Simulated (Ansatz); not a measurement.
Total energies of H₂MgO, SMILES `[OH][MgH]`.

```
atom    x (Å)    y (Å)    z (Å)
  O1   0.4389   0.0500   0.9703
 Mg2  -0.2852  -0.0328  -0.6317
  H3   0.8272   0.0951   1.8323
  H4  -0.9808  -0.1124  -2.1710
```

The species carries charge 0 and has multiplicity 1. Correlated methods include outer-core shells of Mg, which these sets cover unevenly. The geometry is a stationary point of PBE0-D4/def2-TZVP. Basis def2-TZVPP, Ansatz.

RPA on PBE orbitals: Hartree–Fock energy of these orbitals -275.67584 Eh, correlation -0.70674 Eh (frozen core).

```csv
functional,energy without D4 (Eh),D4 term (kJ/mol)
LDA (SPW92),-275.05474,–
PBE,-276.35257,-3.2
BLYP,-276.55738,-7.2
r2SCAN,-276.49676,-0.8
B97M-V,-276.49832,–
PBE0,-276.37110,-2.7
B3LYP,-276.58950,-5.2
r2SCANh,-276.48939,-0.8
CAM-B3LYP,-276.54249,-2.7
LC-ωPBE,-276.44672,–
ωB97X-V,-276.50053,–
ωB97M-V,-276.52395,–
B2PLYP,-276.44938,–
PBE-QIDH,-276.32888,–
```

**Question.** Give the same for revPBE, r2SCAN0, HSE06 (plane-wave form), BHLYP. (Estimate.)

**Answer.** Ansatz gave: 
| functional | energy without D4 (Eh) | D4 term (kJ/mol) |
| --- | --- | --- |
| revPBE | -276.49173 | -10.0 |
| r2SCAN0 | -276.47870 | -0.9 |
| HSE06 (plane-wave form) | -276.36180 | -2.5 |
| BHLYP | -276.52584 | -4.0 |

B3LYP takes the VWN-RPA correlation (the form of Gaussian; ORCA's B3LYP/G). HSE06 is the plane-wave form, built on full-range PBE exchange. The double hybrids freeze the cores in their second-order part.

LC-ωPBE has ω = 0.4 bohr⁻¹.
